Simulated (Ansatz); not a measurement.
Zinc-blende CdSe, treated with LDA (Ansatz, a first-principles code, plane waves, PAW).

Total energies, extrapolated to zero smearing (they compare only within this program, potentials and cutoff; free atoms with spin allowed, lowest state found):

```
system                     energy (eV/atom)
-------------------------  ----------------
zinc-blende CdSe, relaxed        -6751.1198
free Cd atom                     -8116.3652
free Se atom                     -5379.7331
```

Problem. Work out the cohesive energy per atom.

Solution. E_coh = [1 × (-8116.3652) + 1 × (-5379.7331)]/2 − (-6751.1198) = 3.07 eV/atom. The reference value is 2.46 eV/atom (measured, temperature not stated, not corrected to a static lattice; as tabulated in Verma et al. (2010), arXiv:1001.1248), a difference of +0.61 eV/atom.

The PAW data were made under PBE.
